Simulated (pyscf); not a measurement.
`[O][In]([Cl])[Cl]` [doublet] + `[H][H]` -> `[OH][In]([Cl])[Cl]` + `[H]` [doublet] (hydrogen abstraction; doublet surface; H–H broken, H–O formed). PySCF, gas phase, ωB97X-D3(BJ)/def2-SVP geometries. Energies in kJ/mol from the separated reactants.

```tsv
level	barrier	reaction energy
ωB97X-D3(BJ)/def2-TZVP	?	-54.5
r²SCAN/def2-TZVP	-3.8	-47.5
B3LYP-D3(BJ)/def2-TZVP	2.0	-40.7
PBE0-D3(BJ)/def2-TZVP	?	?
ωB97M-D3(BJ)/def2-TZVP	12.5	-56.6
HF/def2-TZVP	77.5	-12.1
```

### Question
Complete the blanks.

### Answer

- ωB97X-D3(BJ)/def2-TZVP, barrier: 10.8
- PBE0-D3(BJ)/def2-TZVP, barrier: 0.2
- PBE0-D3(BJ)/def2-TZVP, reaction energy: -61.1

At r²SCAN this geometry lies under the reactants; that is no barrier but a single point on another level's saddle; such a level's own saddle, if it has one, lies nearer that side and is low. This is the saddle that the search found; another between the same sides may lie lower. The angle at the transferred H is 153°. Elements past Kr carry the def2 core potentials, without spin-orbit coupling.
